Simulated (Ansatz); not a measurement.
The input, for Ansatz 0.2.0:

```yaml
crystal:
  periodic: [false, false, false]
  atoms:
    - {symbol: B, position_ang: [0.000000, 0.000000, -0.869422]}
    - {symbol: Al, position_ang: [0.000000, 0.000000, 0.675578]}
    - {symbol: H, position_ang: [0.000000, 0.000000, -2.052511]}
    - {symbol: H, position_ang: [0.000000, 0.000000, 2.246356]}
basis:
  gaussian: {orbitals: 6-31G}
magnetization: {spin_polarized: true, initial_magnetization: 2}
correlation: {method: ccsdt_q_b, electrons: outside_noble_gas}
```

```sh
$ ansatz run in.yaml --threads 1 --pin off --events-out ev --progress --plain --max-ram 2393MiB
```

The program prints:

```
538 factors; integrals over basis functions are off by at most 8.8e-8 eV
mean field evaluation 1: about -7278.8261 eV, gradient 8.1e0 eV
mean field evaluation 2: about -7278.8328 eV, gradient 8.1e0 eV
mean field evaluation 4: about -7279.5357 eV, gradient 9.0e-1 eV
mean field evaluation 8: about -7279.5514 eV, gradient 8.2e-4 eV
mean field evaluation 16: about -7279.5419 eV, gradient 1.4e-1 eV
mean field -7279.55143661 eV, -267.5185810382 hartree, gradient 5.2e-6 eV, S^2 2.014379; 0 other end points of the search recorded, 0 dependent functions left out
6 core orbitals not correlated: weight in the atoms' cores, before any rotation towards them, 1.000 or more for the frozen orbitals, at most 0.000 for the correlated occupied ones
reference -7279.55143661 eV, -267.5185810382 hartree; 5, 3 occupied and 15, 17 virtual orbitals, 538 factors
second order -1.81027951 eV of doubles, -0.00000000 eV of singles
cycle   1  -2.20589235 eV  change   -4.0e-1 eV  update   5.9e-2
cycle   2  -2.45012263 eV  change   -2.4e-1 eV  update   2.8e-2
cycle   3  -2.47100199 eV  change   -2.1e-2 eV  update   8.8e-3
cycle   4  -2.47476702 eV  change   -3.8e-3 eV  update   3.9e-3
cycle   5  -2.47561758 eV  change   -8.5e-4 eV  update   1.6e-3
cycle   6  -2.47573543 eV  change   -1.2e-4 eV  update   8.4e-4
cycle   7  -2.47591376 eV  change   -1.8e-4 eV  update   4.1e-4
cycle   8  -2.47606302 eV  change   -1.5e-4 eV  update   1.6e-4
cycle   9  -2.47603219 eV  change    3.1e-5 eV  update   6.9e-5
cycle  10  -2.47601670 eV  change    1.5e-5 eV  update   2.9e-5
cycle  11  -2.47601828 eV  change   -1.6e-6 eV  update   1.3e-5
cycle  12  -2.47601885 eV  change   -5.7e-7 eV  update   5.2e-6
cycle  13  -2.47602163 eV  change   -2.8e-6 eV  update   2.0e-6
cycle  14  -2.47602125 eV  change    3.8e-7 eV  update   7.5e-7
cycle  15  -2.47602077 eV  change    4.8e-7 eV  update   3.7e-7
perturbative correction -0.00307306 eV, -0.0001129327 hartree
Total energy: -7282.03053043 eV, -267.6096860558 hartree
```

Ran on 1 thread of Arm Neoverse V2, shared host: 2.1 s wall, 0.11 GiB peak host memory.
